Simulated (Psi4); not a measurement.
# One shape, several levels: NO (nitric oxide)

Aim: a comparison of 6 runs (UB3LYP/6-31G*, UPBE0-DH/cc-pVQZ, UCCSD/6-311G**, UCCSD(T)/6-311++G(2d,2p)) of NO (nitric oxide). 

Program for the calculation: Psi4 1.11.

6 further runs of the same task are left out: 4 that didn't finish, 2 set aside as unsound or not needed.

### Step 1. The molecule

The species is NO (2 atoms), meant as a doublet with charge 0. As SMILES, `[N]=O`. The coordinates come from a GFN2-xTB relaxation.

Bond lengths: N1–O2 1.155 Å.

### Step 2. The energy at UB3LYP/6-31G(d) (Cartesian functions) (run 1)

job.json reads:

```json
{
 "schema_name": "qcschema_input",
 "schema_version": 1,
 "molecule": {
  "schema_name": "qcschema_molecule",
  "schema_version": 2,
  "symbols": ["N", "O"],
  "geometry": [-0.92640044, 0.33911135, -0.46738596, 0.92640044, -0.33911135, 0.46738596],
  "molecular_charge": 0,
  "molecular_multiplicity": 2,
  "fix_symmetry": "c1",
  "fix_com": true,
  "fix_orientation": true
 },
 "driver": "energy",
 "model": {
  "method": "b3lyp",
  "basis": "6-31G*"
 },
 "keywords": {
  "reference": "uks",
  "puream": false,
  "e_convergence": 1e-09,
  "d_convergence": 1e-08,
  "scf_type": "pk",
  "dft_radial_points": 99,
  "dft_spherical_points": 590,
  "maxiter": 200
 }
}
```

On the command line:

```
$ psi4 --qcschema job.json -n 1 --memory 1600MB
```

stdout:

```text
[...]
  Running in c1 symmetry.
[...]
  Nuclear repulsion =   25.649631870830021
[...]
  Multiplicity = 2
[...]
  Nalpha       = 8
  Nbeta        = 7
[...]
    Number of basis functions: 30
[...]
   @UKS iter   1:  -129.86945398088685   -3.66842e-01   7.02538e-03 ADIIS/DIIS
[...]
   @UKS iter  11:  -129.88813261314090   -3.86535e-12   6.32468e-09 DIIS
[...]
   @S^2 Observed:                7.525139853E-01
[...]
    Orbital Energies [Eh]
    ---------------------
    Alpha Occupied:
       1A    -19.292297     2A    -14.477756     3A     -1.244764
       4A     -0.686391     5A     -0.532552     6A     -0.506199
       7A     -0.482232     8A     -0.214278
    Alpha Virtual:
       9A     -0.103672    10A      0.317347    11A      0.622967
      12A      0.625251    13A      0.636043    14A      0.661366
      15A      0.791131    16A      0.879890    17A      0.889264
      18A      1.327031    19A      1.471085    20A      1.473246
      21A      1.509892    22A      1.509982    23A      1.911802
      24A      1.914058    25A      2.380143    26A      2.565292
[...]
  @UKS Final Energy:  -129.88813261314090
   => Energetics <=
    Nuclear Repulsion Energy =             25.6496318708300208
    One-Electron Energy =                -227.6908792524994567
    Two-Electron Energy =                  84.5595514901859104
    DFT Exchange-Correlation Energy =     -12.4064367216573519
    Empirical Dispersion Energy =           0.0000000000000000
    VV10 Nonlocal Energy =                  0.0000000000000000
    Total Energy =                       -129.8881326131408969
[...]
 Multipole Moments:
 ------------------------------------------------------------------------------------
     Multipole            Electronic (a.u.)      Nuclear  (a.u.)        Total (a.u.)
 ------------------------------------------------------------------------------------
 L = 1.  Multiply by 2.5417464519 to convert [e a0] to [Debye]
 Dipole X            :         -0.8941464            0.9264004            0.0322540
 Dipole Y            :          0.3273047           -0.3391114           -0.0118067
 Dipole Z            :         -0.4511132            0.4673860            0.0162727
 Magnitude           :                                                    0.0380068
[...]
```

The result, in JSON:

```text
{
 "driver": "energy",
 "model": {
  "method": "b3lyp",
  "basis": "6-31G*"
 },
 "success": true,
 "return_result": -129.8881326131409,
 "properties": {
  "calcinfo_nbasis": 30,
  "calcinfo_nmo": 30,
  "calcinfo_nalpha": 8,
  "calcinfo_nbeta": 7,
  "calcinfo_natom": 2,
  "nuclear_repulsion_energy": 25.64963187083002,
  "return_energy": -129.8881326131409,
  "scf_one_electron_energy": -227.69087925249946,
  "scf_two_electron_energy": 84.55955149018591,
  "scf_xc_energy": -12.406436721657352,
  "scf_dipole_moment": [0.03225399483337488, -0.011806660768473032, 0.016272730115536094],
  "scf_total_energy": -129.8881326131409,
  "scf_iterations": 11
 }
}
```

It took 3.3 s on 1 thread of AMD EPYC 9R45 (Zen 5), shared host; peak memory 0.29 GiB.

### Step 3. Energy and gradient at UPBE0-DH/cc-pVQZ (density fitting, density fitting for correlation) (run 2)

calc.inp reads:

```
memory 1600 mb

molecule system {
  0 2
  N
  O 1 R2

  R2 = 1.155335
  units angstrom
  symmetry c1
}

set {
  basis cc-pVQZ
  reference uks
  freeze_core true
}

energy_value, wavefunction = gradient("pbe0-dh", return_wfn=True)
```

On the command line:

```
$ psi4 -n 1 calc.inp calc.out
```

calc.out:

```text
[...]
  Running in c1 symmetry.
[...]
  Nuclear repulsion =   25.649637375756821
[...]
  Multiplicity = 2
[...]
  Nalpha       = 8
  Nbeta        = 7
[...]
    Number of basis functions: 110
[...]
   @DF-UKS iter   1:  -129.72801344069384   -5.33663e-01   1.77169e-03 DIIS/ADIIS
[...]
   @DF-UKS iter  12:  -129.74161491620362   -6.82405e-11   9.57967e-09 DIIS
[...]
   @S^2 Observed:                7.564313031E-01
[...]
    Orbital Energies [Eh]
    ---------------------
    Alpha Occupied:
       1A    -19.802232     2A    -14.930658     3A     -1.396939
       4A     -0.808077     5A     -0.642283     6A     -0.577372
       7A     -0.575896     8A     -0.305016
    Alpha Virtual:
       9A     -0.045537    10A      0.211769    11A      0.346400
      12A      0.348426    13A      0.358104    14A      0.424789
      15A      0.500161    16A      0.513660    17A      0.562647
      18A      0.715605    19A      0.716612    20A      0.895062
      21A      0.938889    22A      0.946533    23A      1.187565
      24A      1.188347    25A      1.201036    26A      1.494783
[...]
  @DF-UKS Final Energy:  -129.74161491620362
   => Energetics <=
    Nuclear Repulsion Energy =             25.6711529030161678
    One-Electron Energy =                -227.7575829500115674
    Two-Electron Energy =                  80.1425572449850705
    DFT Exchange-Correlation Energy =      -7.7977421141932846
    Empirical Dispersion Energy =           0.0000000000000000
    VV10 Nonlocal Energy =                  0.0000000000000000
    Total Energy =                       -129.7416149162036163
[...]
 Multipole Moments:
 ------------------------------------------------------------------------------------
     Multipole            Electronic (a.u.)      Nuclear  (a.u.)        Total (a.u.)
 ------------------------------------------------------------------------------------
 L = 1.  Multiply by 2.5417464519 to convert [e a0] to [Debye]
 Dipole X            :         -0.0000000            0.0000000           -0.0000000
 Dipole Y            :          0.0000000            0.0000000            0.0000000
 Dipole Z            :         -0.0133752            0.0043770           -0.0089983
 Magnitude           :                                                    0.0089983
[...]
```

Run time: 13 s. Hardware: 1 thread of AMD EPYC 9R45 (Zen 5), shared host; peak memory 0.41 GiB.

Runs 3 to 5 aren't shown in full; the table further down has their settings and results.

### Step 4. The energy at UCCSD(T)/6-311++G(2d,2p) (Cholesky decomposition) (run 6)

job.py reads:

```python
import psi4

psi4.set_memory(1600000000)
psi4.set_num_threads(1)
psi4.set_output_file('psi4.out', False)

molecule = psi4.geometry("""
0 2
N     -0.490230     0.179450    -0.247330
O      0.490230    -0.179450     0.247330
symmetry c1
no_reorient
no_com
""")

psi4.set_options(dict(basis='6-311++G(2d,2p)', reference='uhf', scf_type='cd', freeze_core=True, screening='csam', e_convergence=1e-07))

e = psi4.energy("ccsd(t)")
print('E =', round(e, 9))
for k, v in sorted(psi4.core.scalar_variables().items()):
    print(f'{k:45s} {v:18.10f}')
```

On the command line:

```
$ python job.py
```

psi4.out:

```text
[...]
  Running in c1 symmetry.
[...]
  Nuclear repulsion =   25.649631851368536
[...]
  Multiplicity = 2
[...]
  Nalpha       = 8
  Nbeta        = 7
[...]
    Number of basis functions: 54
[...]
   @UHF iter   1:  -129.26178099092175   -7.77183e-01   4.14960e-03 DIIS/ADIIS
[...]
   @UHF iter  19:  -129.28712005662328    2.55795e-13   8.34801e-09 DIIS
[...]
   @S^2 Observed:                8.121266620E-01
[...]
    Orbital Energies [Eh]
    ---------------------
    Alpha Occupied:
       1A    -20.703287     2A    -15.739300     3A     -1.613707
       4A     -0.973412     5A     -0.789213     6A     -0.702126
       7A     -0.644187     8A     -0.430350
    Alpha Virtual:
       9A      0.072867    10A      0.113734    11A      0.155289
      12A      0.165226    13A      0.172759    14A      0.257730
      15A      0.283517    16A      0.300824    17A      0.428843
      18A      0.588611    19A      0.888691    20A      0.918344
      21A      0.935080    22A      1.105442    23A      1.106085
      24A      1.146779    25A      1.183547    26A      1.225398
[...]
  @UHF Final Energy:  -129.28712005662328
   => Energetics <=
    Nuclear Repulsion Energy =             25.6496318513685360
    One-Electron Energy =                -227.4721581871049807
    Two-Electron Energy =                  72.5354062791131753
    Total Energy =                       -129.2871200566232801
  UHF NO Occupations:
  HONO-2 :    6  A 1.9965094
  HONO-1 :    7  A 1.9747632
[...]
 Multipole Moments:
 ------------------------------------------------------------------------------------
     Multipole            Electronic (a.u.)      Nuclear  (a.u.)        Total (a.u.)
 ------------------------------------------------------------------------------------
 L = 1.  Multiply by 2.5417464519 to convert [e a0] to [Debye]
 Dipole X            :         -1.0116282            0.9264004           -0.0852278
 Dipole Y            :          0.3703091           -0.3391114            0.0311978
 Dipole Z            :         -0.5103946            0.4673860           -0.0430087
 Magnitude           :                                                    0.1004332
[...]
      * MP2 total energy                      = -129.648417032794526
[...]
      * CCSD total energy                     = -129.656240031125265
[...]
      * CCSD(T) total energy                     = -129.672997005650586
```

Wall time 8.4 s (1 thread of AMD EPYC 9R45 (Zen 5), shared host); peak memory 0.27 GiB.

### Step 5. All runs side by side

```
run                                                                       level      task  integrals  energy (Eh)  HOMO energy (eV)  LUMO energy (eV)   ⟨S²⟩  wall time
  1                                         UB3LYP/6-31G* (Cartesian functions)    energy         pk  -129.888133             -5.83             -2.82  0.753      3.3 s
  2         UPBE0-DH/cc-pVQZ (density fitting, density fitting for correlation)  gradient         df  -129.808136                 –                 –  0.756       13 s
  3  UPBE0-DH/cc-pVQZ (sfX2C, density fitting, density fitting for correlation)  gradient         df  -129.885690                 –                 –  0.756       13 s
  4                                      UCCSD/6-311G** (ZORA, density fitting)    energy         df  -129.750814            -11.60              2.47  0.824      5.4 s
  5                                            UCCSD/6-311G** (density fitting)    energy         df  -129.626239            -11.60              2.47  0.823      4.5 s
  6                           UCCSD(T)/6-311++G(2d,2p) (Cholesky decomposition)    energy         cd  -129.672997            -11.71              1.98  0.812      8.4 s
```

### Step 6. Summary of results

| quantity | value |
| --- | --- |
| run 6: total energy | -129.67300 Eh |
| run 6: HOMO energy (Hartree–Fock orbitals) (highest over α and β) | -11.71 eV |
| run 6: LUMO energy (Hartree–Fock orbitals) (lowest over α and β) | 1.98 eV |
| run 6: correlation energy (2 core orbitals frozen) | -385.8 mEh |
| run 6: (T) correction | -16.76 mEh |
| run 6: ⟨S²⟩ of the reference determinant | 0.812 |
| run 6: T1 diagnostic | 0.047 |

**Reading.** Totals of different functionals can't be ranked against each other. All runs together took 48 s, the longest 13 s.
